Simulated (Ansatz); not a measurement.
1T (CdI2-type) TiTe₂ was calculated with PBEsol (Ansatz, a program for electronic structure, plane waves, PAW).

Rigid layers of the crystal as relaxed at this level are moved apart or together:

| run | k mesh | layer repeat (Å) | energy against free layers (meV/Å²) | gap on the mesh (eV) |
|---|---|---|---|---|
| 1 | 12×12×6 | 6.2 | -11.03 | 0.000 |
| 2 | 12×12×6 | 6.35 | -12.91 | 0.000 |
| 3 | 12×12×6 | 6.5 | -13.03 | 0.000 |
| 4 | 12×12×6 | 6.7 | -11.67 | 0.000 |
| 5 | 12×12×6 | 7 | -8.70 | 0.000 |
| 6 | 12×12×6 | 7.5 | -4.50 | 0.000 |
| 7 | 12×12×4 | 8.5 | -0.75 | 0.000 |
| 8 | 12×12×4 | 10.5 | 0.05 | 0.000 |

The lowest energy of these points lies at a layer repeat of 6.50 Å.

Spin–orbit coupling is not included.

Note: the cell comes from a level without a dispersion term, which matters for the spacing of layers, chains or molecules.
